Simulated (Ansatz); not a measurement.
# SiClO (quartet): from Hartree-Fock to the top rungs, cc-pVDZ

How much of the correlation energy of SiClO (quartet) does each wave-function method recover here?

The runs use Ansatz 0.2.0, Gaussian basis; cc-pVDZ, core rule «outside noble gas», up to 11 orbitals frozen.

The runs, in order: UHF; CCSD(T) on ROHF; CCSD(T) on UHF; BCCD(T) on ROHF; CISD; CCSDT(Q) on ROHF; CCSDT(Q) on UHF.

34 further runs of the same task are left out: 8 for a known fault of the program, 1 for a mislabelled method, 9 that didn't finish, 16 set aside as unsound or not needed.

## (1) The geometry

The geometry is a PBE0/def2-TZVP stationary point (not a proven minimum).

3 atoms, charge 0, spin multiplicity 4.

Atoms are counted from 1 here; the program's logs count them from 0.

Bond lengths: Cl1–Si3 2.238 Å, O2–Si3 1.908 Å. Angles: Cl1–Si3–O2 65.5°.

Geometry (Å):

```xyz
3
charge 0, multiplicity 4
Cl    0.0000   -0.1047    1.1320
O     0.0000    1.2739   -0.6608
Si    0.0000   -0.5936   -1.0525
```

## (2) UHF

File in.yaml:

```yaml
crystal:
  periodic: [false, false, false]
  atoms:
    - {symbol: Cl, position_ang: [0.000000, -0.104654, 1.131961]}
    - {symbol: O, position_ang: [0.000000, 1.273898, -0.660805]}
    - {symbol: Si, position_ang: [0.000000, -0.593591, -1.052463]}
basis:
  gaussian: {orbitals: cc-pVDZ}
magnetization: {spin_polarized: true, initial_magnetization: 3}
hamiltonian: {xc: hf}
output: {orbitals: {seedname: orbitals}}
```

Started as:

```
$ ansatz run in.yaml --threads 1 --pin off --events-out ev --progress --plain --max-ram 2393MiB
```

The runs that follow: CCSD(T) on ROHF; CCSD(T) on UHF; BCCD(T) on ROHF; CISD; CCSDT(Q) on ROHF; CCSDT(Q) on UHF.

**Question.** What will the summary of the whole plan be? Wanted: RCCSDT(Q) below the RHF energy; RMP2 from RCCSDT(Q); UMP2 from RCCSDT(Q); RCCSD from RCCSDT(Q); RCCSD(T) from RCCSDT(Q); UCCSD(T) from RCCSDT(Q); UCCSDT(Q) from RCCSDT(Q); T1 diagnostic.

**Answer**, as computed:

| quantity | value |
| --- | --- |
| RCCSDT(Q) below the RHF energy | -10.7903 eV |
| RMP2 from RCCSDT(Q) | +167.3 kJ/mol |
| UMP2 from RCCSDT(Q) | +163.7 kJ/mol |
| RCCSD from RCCSDT(Q) | +40.8 kJ/mol |
| RCCSD(T) from RCCSDT(Q) | +8.7 kJ/mol |
| UCCSD(T) from RCCSDT(Q) | +9.0 kJ/mol |
| UCCSDT(Q) from RCCSDT(Q) | -1.1 kJ/mol |
| levels within 1 kcal/mol (43 meV) | RCCSDT, UCCSDT, UCCSDT(Q) |
| T1 diagnostic | 0.052 |

In words: RCCSD(T) lands +8.7 kJ/mol from the yardstick (0.8 % of the correlation energy). These misses are within one basis, not against nature; the frozen cores of restricted and unrestricted runs differ, which can shift their rows.
